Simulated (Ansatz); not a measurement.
**PbO2: computed properties**

Level of theory: Ansatz 0.2.0, DFT r2SCAN, scalar-relativistic, plane waves, PAW.

Settings: cutoff 500 eV, Γ-centred mesh 14×14×14 on the computed 3-atom cell, Gaussian smearing of 0.10 eV; no spin polarisation.

The structure is relaxed at this level of theory with its symmetry kept. Whether it is the stable form of this composition wasn't checked.

```
Pb O
1.0
     0.00000    2.65890    2.65890
     2.65890    0.00000    2.65890
     2.65890    2.65890    0.00000
Pb O
1 2
Direct
  0.00000 0.00000 0.00000
  0.25000 0.25000 0.25000
  0.75000 0.75000 0.75000
```

Task: Formation energy from the elements' standard states (uncorrected)?

Result: -0.845 eV/atom.

Task: Density of states at the Fermi level?

Result: 0.06 states/eV per cell (so small that it hangs on the mesh: a semimetal, or crossings between mesh points).

Task: Löwdin character within 0.5 eV of the Fermi level?

Result: O 2p 96 %.

Task: Bulk modulus?

Result: 162 GPa.

Task: Its pressure derivative?

Result: 5.1.

Task: Bader charges (e)?

Result: Pb (1 in the cell) 2.16, O (2 in the cell) -1.08.

Spin-orbit coupling is left out, which matters for the bands of heavy elements.

Cost: 9 runs of about 2.1 core-minutes in all, on Arm Neoverse V2 (shared hosts).